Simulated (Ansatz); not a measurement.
Ansatz (a first-principles code) input (B3LYP/6-311+G**): The .json file is the Basis Set Exchange's 6-311+G**.

Ansatz 0.2 input:
```yaml
crystal:
  periodic: [false, false, false]
  atoms:
    - {symbol: S, position_ang: [-0.00000000, -0.00000000, -1.55168481]}
    - {symbol: C, position_ang: [0.00000000, 0.00000000, 0.00000000]}
    - {symbol: S, position_ang: [0.00000000, 0.00000000, 1.55168481]}
basis:
  gaussian:
    orbitals: 6-311+G__.json
hamiltonian:
  xc: {name: B3LYP}
total_charge: 1
magnetization: {spin_polarized: true, initial_magnetization: 1}
output: {forces: true}
```

Problem. What final total energy does it give?

Solution. -834.18167 Eh.
